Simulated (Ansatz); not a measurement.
Relaxed structures of CH$_{6}$NSi (charge +1), closed shell (PBE0-D4/def2-TZVP; forces vanish, vibrations not checked; lower isomers may exist, and structures with a doubtful reference or unclear bonds are left out; Å). Ansatz 0.2.0; basis: def2-TZVPP; cores frozen in the correlated methods.

Rank them by CCSD(T) energy, lowest first, and give each one's height above the lowest. Links in brackets join atoms within 1.22 times the sum of their covalent radii (1.1 for two metals). (To be estimated.)
A.
CH₆NSi ([CH3][SiH][NH2]), total charge +1
```
9
angstrom
C -0.7442 0.9245 -0.7368
Si 0.6342 -0.0659 -0.0946
N 0.4230 -1.1900 1.0837
H -1.6911 0.6767 -0.2548
H -0.8314 0.7639 -1.8174
H -0.5254 1.9879 -0.5867
H 2.0204 0.0562 -0.5666
H 1.1798 -1.7512 1.4539
H -0.4653 -1.4020 1.5194
```
B.
CH₆NSi ([NH2][CH][SiH3]), total charge +1
```
9
angstrom
C 0.5941 -0.1740 0.0250
Si -0.8044 0.9185 -0.7153
N 0.4246 -1.0490 0.9409
H -2.0290 0.5058 0.0022
H -0.7844 0.5734 -2.1518
H -0.3531 2.2951 -0.4252
H 1.6214 -0.0765 -0.3296
H 1.1889 -1.6097 1.3093
H -0.4909 -1.2255 1.3463
```
C.
CH₆NSi ([CH2][SiH][NH3]), total charge +1
```
9
angstrom
C 0.3667 -1.2193 1.1262
Si 0.7840 -0.1224 -0.0750
N -0.6643 0.8875 -0.7198
H -1.5201 0.6138 -0.2311
H -0.8330 0.7508 -1.7194
H -0.5454 1.8933 -0.5758
H 1.9721 0.3162 -0.8127
H 1.1256 -1.8550 1.5707
H -0.6397 -1.3480 1.5081
```
D.
CH₆NSi ([CH3][Si][NH3]), total charge +1
```
9
angstrom
C -0.6585 0.8925 -0.5417
Si 1.0109 0.3701 0.0751
N 0.2756 -1.1663 1.1279
H -1.4327 0.9653 0.2310
H -1.0104 0.1562 -1.2822
H -0.5898 1.8538 -1.0571
H -0.1052 -0.8341 2.0177
H 0.9987 -1.8472 1.3604
H -0.4839 -1.6624 0.6582
```

Computed: A (0.000 eV), D (0.857 eV), B (1.291 eV), C (1.509 eV). Heights count from the lowest.

The T1 diagnostic stays at or below 0.016. The restricted Hartree–Fock reference is unstable towards an unrestricted one at one or more of these structures.

For scale, one of the runs: CCSD(T)/def2-TZVPP, 188 basis functions, launched by `ansatz run in.yaml --threads 2 --pin off --events-out ev --progress --plain --max-ram 4352MiB`. The run took 29 s on 2 CPU threads of an Arm Neoverse V2 (shared host), with 1.9 GiB of host memory at its peak.
